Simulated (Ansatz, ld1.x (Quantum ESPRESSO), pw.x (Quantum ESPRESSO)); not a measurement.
# What a changed setting does to a pw.x run (bcc Tl)

Potential: norm-conserving Troullier–Martins (Kleinman–Bylander form), ld1.x (Quantum ESPRESSO) 7.5, LDA (PW92); core [Xe] 4f14, reference 5d10 6s2 6p1; waves: 6p (bound): rc 2.85 bohr; 5d (bound): rc 1.55 bohr; 6s (bound): rc 1.80 bohr; local part: the s channel; core correction: none.

The reference run (k-mesh 12³, cutoffs 110/440 Ry, Fermi–Dirac 0.01 Ry, mixing_beta 0.4, conv_thr 1e-9, no spin) gives 0.11 GPa at 27.495 Å³/atom, where all-electron LAPW gives -0.27 GPa. This run, with its own iteration cap, changes nbnd to 19.

```
&control
  calculation='scf', prefix='x', pseudo_dir='./', outdir='./tmp', tstress=.true., disk_io='none'
/
&system
  ibrav=0, nat=1, ntyp=1, ecutwfc=110, ecutrho=440, nbnd=19,
  occupations='smearing', smearing='fd', degauss=0.01
/
&electrons
  conv_thr=1e-09, mixing_beta=0.4, electron_maxstep=60
/
ATOMIC_SPECIES
Tl 1.0 Tl.UPF
CELL_PARAMETERS angstrom
  -1.90136098 1.90136098 1.90136098
  1.90136098 -1.90136098 1.90136098
  1.90136098 1.90136098 -1.90136098
ATOMIC_POSITIONS crystal
Tl 0.0000 0.0000 0.0000
K_POINTS automatic
12 12 12 0 0 0
```

```bash
pw.x < Tl.scf.in > Tl.scf.out
```

Problem. How does the run end?

Solution. It converges in 6 iterations; the free energy moves by +0.0 meV/atom and the pressure by +0.01 GPa. The result is that of the reference run.

```
Message from routine setup:
     using ibrav=0 with symmetry is DISCOURAGED, use correct ibrav instead
     lattice parameter (alat)  =       6.2233  a.u.
     unit-cell volume          =     185.5455 (a.u.)^3
     number of electrons       =        13.00
     number of Kohn-Sham states=           19
     kinetic-energy cutoff     =     110.0000  Ry
     charge density cutoff     =     440.0000  Ry
     scf convergence threshold =      1.0E-09
     Exchange-correlation= PW
     number of k points=    72  Fermi-Dirac smearing, width (Ry)=  0.0100
     iteration #  1     ecut=   110.00 Ry     beta= 0.40
     total energy              =    -100.52128996 Ry
     estimated scf accuracy    <       0.00673616 Ry
     iteration #  2     ecut=   110.00 Ry     beta= 0.40
     total energy              =    -100.52177295 Ry
     estimated scf accuracy    <       0.00054499 Ry
     iteration #  3     ecut=   110.00 Ry     beta= 0.40
     total energy              =    -100.52184822 Ry
     estimated scf accuracy    <       0.00003527 Ry
     iteration #  4     ecut=   110.00 Ry     beta= 0.40
     total energy              =    -100.52184914 Ry
     estimated scf accuracy    <       0.00000006 Ry
     iteration #  5     ecut=   110.00 Ry     beta= 0.40
     total energy              =    -100.52184916 Ry
     estimated scf accuracy    <       0.00000001 Ry
     iteration #  6     ecut=   110.00 Ry     beta= 0.40
     the Fermi energy is    10.9279 ev
!    total energy              =    -100.52184916 Ry
     estimated scf accuracy    <          3.8E-10 Ry
     smearing contrib. (-TS)   =      -0.00221445 Ry
     The total energy is F=E-TS. E is the sum of the following terms:
     one-electron contribution =     -21.87717919 Ry
     hartree contribution      =      20.11092968 Ry
     xc contribution           =     -13.16729630 Ry
     ewald contribution        =     -85.58608890 Ry
     convergence has been achieved in   6 iterations
          total   stress  (Ry/bohr**3)                   (kbar)     P=        1.10
     Message from routine punch:
     Nothing written, as per user request (disk_io='none')
```

The run took about 2.3 min on one core of a shared host (Neoverse-N1, 64 threads, 124 GiB, load 60).
